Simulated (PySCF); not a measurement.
One molecule, a ladder of functionals, a line

Molecule: SMILES [BH2-]([NH3+])F, BFH5N.

Atoms are numbered as in `[NH3+:1][BH2-:2][F:3]`. Each H is labelled by its parent atom.

GIAO shieldings (ppm, equivalent atoms averaged) in PySCF on the PBE0-D3(BJ)/def2-SVP geometry, basis pcSseg-2, gas phase, non-relativistic:

```tsv
functional	exact exchange (%)	σ(B2)	σ(F3)
BLYP	0	93.1	368.1
BP86	0	96.3	374.6
PBE	0	95.5	371.0
B3LYP	20	98.0	384.5
PBE0	25	101.4	390.2
BHandHLYP	50	104.4	400.6
HF	100	114.4	418.5
```

Question: Fit each shielding as a line in the percentage of exact exchange.

Answer: σ(B2) = 95.0 + 0.19 x (rms 1.1 ppm); σ(F3) = 373.4 + 0.48 x (rms 3.4 ppm). The functionals also differ in their semilocal parts, which the line can't hold; Hartree–Fock has no correlation at all.

Question: What does the line predict for mPW1PW91 (25 %), and what does the run give?

Answer: σ(B2): 99.8 predicted, 101.4 computed; σ(F3): 385.4 predicted, 391.3 computed ppm.
